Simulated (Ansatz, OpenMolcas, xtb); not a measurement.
Loss of H2: BH3 → BH + H2

Species: BH3 (borane) `B`, singlet; BH, singlet; H2 (hydrogen), singlet. 

Shapes, held fixed at every level: PBE0-D4/def2-TZVP; BH at the measured bond length. Programs: Ansatz 0.2.0, OpenMolcas 26.06, xtb 6.7.1. A level may come from different programs for different species; with the same settings they agree closely. Electronic energies: no zero-point or thermal term.

```csv
level,kind,ΔE (kJ/mol)
GFN0-xTB,semi-empirical,+218.0
PBE/3-21G,GGA,+394.7
B3LYP/3-21G,global hybrid,+385.7
B3LYP/6-31G* (spherical functions),global hybrid,+392.8
B2PLYP/3-21G,double hybrid,+377.7
CCSD(T)/3-21G,coupled cluster or CI,+325.9
CCSD(T)/6-31G,coupled cluster or CI,+332.0
PBE0/def2-SVP,global hybrid,+403.7
```

PBE0/def2-SVP gives ΔE = +403.7 kJ/mol; the levels span +218.0 to +403.7. GFN0-xTB strays far from the other rows. The median of the levels is +381.7. No measured value is set beside it here. Rows in sets without polarisation functions are far from converged.
